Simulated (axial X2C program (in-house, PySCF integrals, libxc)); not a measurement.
# Spectroscopic constants of BN

Calculated with an axial X2C code built on PySCF integrals. Spin-free means the one-electron spin-free X2C Hamiltonian; two-component (2c) means X2C with spin–orbit coupling and atomic mean-field two-electron Coulomb and Gaunt terms, so the difference of the two also holds small scalar two-electron terms. Basis: N dyall-av3z [7s7p3d2f], B dyall-v3z [7s6p2d1f] (cores contracted in-house); Gaussian nuclei, density fitting, unrestricted open shells. Masses: N 14.003 u, B 11.009 u.

State, spin-free: M_S = 1, Λ = 1 (beyond evenly filled blocks: σα, π+α, π+β, π-α); electrons by block: σα: 5, σβ: 4, π+α: 1, π+β: 1, π-α: 1. Fragments: N + B.

State, 2c: Ω = 2 (⟨Sz⟩ = 1.00, ⟨Lz⟩ = 1.00 at PBE0); electrons by block: 1/2: 6, -1/2: 5, 3/2: 1. Fragments: N + B.

| Hamiltonian | level | Re (Å) | ωe (cm⁻¹) | αe (cm⁻¹) | De (eV) | k (mdyn/Å) | μ (D) |
| --- | --- | --- | --- | --- | --- | --- | --- |
| 2c | PBE0 | 1.315 | 1595.1 | 0.0163 | 4.69 | 9.24 | 2.17 |
| 2c | CCSD | 1.324 | 1549.3 | 0.0165 | 4.01 | 8.72 | n/a |
| 2c | CCSD(T) | 1.337 | 1471.4 | n/a | 4.27 | 7.86 | n/a |
| 2c | BLYP | 1.333 | 1493.9 | 0.017 | 4.98 | 8.1 | 1.87 |

Spin-free values that have a 2c row agree with it to the digits that matter (0.001 Å, 0.01 eV) and are not repeated.

Correlated methods: 8 electrons correlated (number of frozen shells: N 1 s; B 1 s), 176 virtual spin orbitals or spinors in MP2, 90 natural virtuals in coupled cluster.

Dipoles are positive if B is the positive end.

Occupations by symmetry block were frozen at the best pattern of an incomplete PBE0 search. Dissociation energies refer to the lowest single-determinant-based atoms at the same level and basis. Density functionals use the spin component along the axis (collinear). Coupled cluster ran in a truncated set of natural virtual spinors; the MP2 energy of the rest was added. (T) has no such correction and the atoms are truncated less, which lowers De at CCSD(T) by a hundredth of an eV or more. The 2c atoms are single determinants rather than J levels; their spin–orbit lowering is only partly caught, and De is too large by that part. This holds for PBE0, BLYP. PBE0 can misorder states that lie within some tenths of an eV, so this need not be the ground state of the molecule. The nearest other 2c determinant of the search, Ω = 1, lies 0.14 eV up at the distance of the search. The functionals have no current-density term, which raises determinants with orbital currents, atoms included. With several unpaired electrons one determinant need not be a pure state. Open-shell Ω = 0 determinants with evenly filled partner blocks cannot be reached by this program, so the Ω shown need not be the lowest component. At some level and bond length an empty orbital lies below a filled one. The determinant is spin-polarised beyond a pure state at some levels (its spin-free form has ⟨S²⟩ too high), which makes Re and μ there less reliable.

No reliable constants came from HF (2c), HF (spin-free), MP2 (2c), MP2 (spin-free): no minimum in range, unconverged points, a curve that is not smooth, a change of character along it, or the two Hamiltonians disagreeing along it.

Rough cost a point (2c) on 1 thread(s) of a shared host, integrals apart: PBE0 0.2 s, CCSD(T) 2.8 s, BLYP 0.16 s.

The whole task took 59 s on 1 thread of Intel(R) Xeon(R) Processor @ 2.30GHz (shared host).
